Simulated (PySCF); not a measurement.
# C4H3FS: the cost of one run

The runs use PySCF 2.14.0, with density-fitted response routines of our own; the level of theory stands in each step. All values are computed, except where a source is named. Atoms are numbered from 0 throughout.

## 1. The molecule as given

9 atoms, charge 0, multiplicity 1; geometry from: GFN2-xTB. The atoms were then displaced at random by about 0.01 Å, so the start is not that level's minimum.

Bonds of the start (Å): F0–C1 1.34, C1–C2 1.40, C2–C3 1.39, C3–S4 1.73, S4–C5 1.71, C5–C1 1.37, C2–H6 1.09, C3–H7 1.05, C5–H8 1.07.

## 2. Geometry optimisation at PBE0-D3(BJ)/def2-TZVP

Job settings and geometry (Å):

```
{"job": {"xc": "PBE0", "basis": "def2-TZVP", "d3": "d3bj", "grid": 2, "shake": 0.01, "kind": "geom"}, "charge": 0, "multiplicity": 1}
F     -1.654430    -1.513210     0.379730
C     -0.777410    -0.528790     0.135330
C      0.600190    -0.774320     0.125390
C      1.350540     0.363060    -0.133960
S      0.288950     1.712240    -0.384410
C     -1.115370     0.770490    -0.120660
H      1.062210    -1.739550     0.318100
H      2.394580     0.489810    -0.203130
H     -2.091440     1.203110    -0.150120
```

Launch:

```sh
> OMP_NUM_THREADS=1 python probes_run.py task.json out
```

The driver reads the jobs from task.json and runs them one after another.

Q: Estimate the wall time and peak memory of this first job on 1 thread of Arm Neoverse N1, shared host.

About 4.1 min, with a peak of 0.78 GiB.
